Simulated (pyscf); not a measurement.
Single points on ωB97X-D3(BJ)/def2-SVP structures (PySCF, gas phase).

Question: methane (CH₄) + [H₃C–Al–NH₂]• → H₃C–Al(CH₃)–NH₂ + H atom (H•)
Surface: doublet. Broken: C–H. Formed: Al–C. Give ΔE‡ and ΔE from ωB97M-D3(BJ)/def2-TZVP, relative to the separated reactants.

Answer: ΔE‡ = 2.07 eV, ΔE = +1.00 eV. Zero-point energy shifts the barrier by -0.14 eV. It is a substitution at C, with an imaginary mode of 1647i cm⁻¹. This is the saddle that the search found; another between the same sides may lie lower. The angle at the attacked C is 162°.
